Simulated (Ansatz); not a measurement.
Barrier height from H + H2O (SMILES O) to the transition structure H3O, without zero-point energy, on the benchmark's geometries as Psi4's copy of the set gives them.
Transition structure (charge 0, multiplicity 2):
```json
[
 {"atom": "O", "x (Å)": "-0.3011", "y (Å)": "-0.1080", "z (Å)": "0.0000"},
 {"atom": "H", "x (Å)": "-0.4279", "y (Å)": "0.8516", "z (Å)": "0.0000"},
 {"atom": "H", "x (Å)": "1.0155", "y (Å)": "-0.1004", "z (Å)": "0.0001"},
 {"atom": "H", "x (Å)": "1.8210", "y (Å)": "0.1132", "z (Å)": "-0.0001"}
]
```

Open shells are unrestricted; no spin–orbit coupling.

Correlated levels freeze the cores. CBS(a, b) extrapolates the correlation energy as X⁻³ and adds the Hartree–Fock energy of set b.

Programs: Ansatz (Gaussian orbitals). 

PBE/def2-TZVPPD gives 13.56 kcal/mol for the barrier height.

Problem. Where do these levels fall relative to PBE: r2SCAN/def2-TZVPPD, B3LYP/def2-TZVPPD, wB97M-V/def2-TZVPPD, B2PLYP/def2-TZVPPD, MP2/CBS(aug-cc-pVTZ, aug-cc-pVQZ), MP2/CBS(aug-cc-pVTZ, aug-cc-pVQZ) + ΔCCSD(T)/aug-cc-pVTZ.

Solution. r2SCAN/def2-TZVPPD -1.04; B3LYP/def2-TZVPPD -0.28; wB97M-V/def2-TZVPPD 5.62; B2PLYP/def2-TZVPPD 4.72; MP2/CBS(aug-cc-pVTZ, aug-cc-pVQZ) 18.11; MP2/CBS(aug-cc-pVTZ, aug-cc-pVQZ) + ΔCCSD(T)/aug-cc-pVTZ 7.78 kcal/mol. 4 of 6 lie above PBE; the widest gap is to MP2/CBS(aug-cc-pVTZ, aug-cc-pVQZ).

The set's own value is 21.2 kcal/mol (Zhao et al., J. Phys. Chem. A 109, 2012 (2005), HTBH38), an estimate for the real system.

Ansatz is an electronic-structure program.
